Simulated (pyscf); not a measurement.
PySCF, gas phase, ωB97X-D3(BJ)/def2-SVP geometries.

### Question
Estimate the classical barrier height and the reaction energy of •O–Sn(OH)(OH)–OH + CH₄ → HO–Sn(OH)(OH)–OH + CH₃• at ωB97M-D3(BJ)/def2-TZVP. The step runs on the doublet surface, breaks C–H and forms H–O; take the separated reactants as zero.

### Answer
ΔE‡ = 3.2 kcal/mol, ΔE = -11.8 kcal/mol. Zero-point energy shifts the barrier by -2.0 kcal/mol. It is a hydrogen abstraction, with an imaginary mode of 1073i cm⁻¹. On the product side the descent ends in a complex (not fully relaxed), 4.6 kcal/mol under the separated species and 17.2 kcal/mol under the saddle at ωB97X-D3(BJ)/def2-TZVP. This is the saddle that the search found; another between the same sides may lie lower. The angle at the transferred H is 161°. Elements past Kr carry the def2 core potentials, without spin-orbit coupling.
